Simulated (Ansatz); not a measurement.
The cluster B3H2, relaxed as a doublet with UKS r2SCAN-D4/def2-TZVP in Ansatz, starting from the GFN2-xTB geometry. Force threshold 0.02 eV/Å.

The structure comes from a short search, and lower isomers may exist.

Start:

Cartesian coordinates in Å:
```
B 0.751 -0.565 -0.760
B 0.591 0.403 0.384
B -0.669 -0.343 -0.303
H 1.121 1.108 1.145
H -1.793 -0.603 -0.465
```

**Question.** Estimate the energy that the relaxation releases and the steps that it takes.

**Answer.** 0.34 eV, in 14 steps; 53 s on 4 threads of Arm Neoverse N1 on a shared host. No frequencies were taken in this run, so the end may be a saddle point.

**Question.** Does the start keep its bonding and symmetry?

**Answer.** By distances, no bond broke or formed. The bond that changes most is B2–B3, from 1.62 to 1.94 Å (atoms count from 1). The end is the same structure that another start reached, the lowest one found. Point group C2v at the start, C2v at the end, both within 0.05 Å.

**Question.** Predict the relaxed structure.

**Answer.** 
```tsv
atom	x (Å)	y (Å)	z (Å)
B1	0.802	-0.603	-0.811
B2	0.819	0.404	0.345
B3	-0.691	-0.501	-0.475
H4	0.927	1.184	1.226
H5	-1.857	-0.484	-0.285
```
Bond lengths: 3 × B–B 1.53 to 1.94 Å; 2 × B–H 1.18 Å.
